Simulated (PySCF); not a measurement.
SiH2F, optimised at HF/6-31G*:

```xyz
4

Si    -0.0356     0.0177    -0.0275
F     -0.0069     0.6284    -1.5071
H     -0.0511    -1.4548    -0.1209
H      1.1632     0.4767     0.7000
```

Energies from PySCF (xtb for GFN2), thermal terms from the rigid-rotor harmonic-oscillator model, ideal gas at 1 bar. 6-31G* has spherical d functions here. Open shells (unrestricted): SiH2F (multiplicity 2). GFN2 has no spin-polarisation term. B3LYP is the form with VWN-RPA correlation. SiH2F: computed as isolated molecules; such fragments, hydroxides, amides, oligomers or adducts are transient or little studied in the gas.

**Question.** List the harmonic frequencies (cm⁻¹, unscaled) at this level and at the other levels, each on its own geometry.

**Answer.** 
- HF/6-31G*: 773, 886, 951, 1022, 2366, 2387
- B3LYP/6-31G*: 715, 807, 887, 943, 2177, 2220
- GFN2-xTB: 558, 620, 696, 791, 2381, 2385
- PBE/def2-SVP: 681, 762, 847, 896, 2093, 2140
- PBE0/def2-TZVP: 704, 790, 877, 922, 2176, 2217
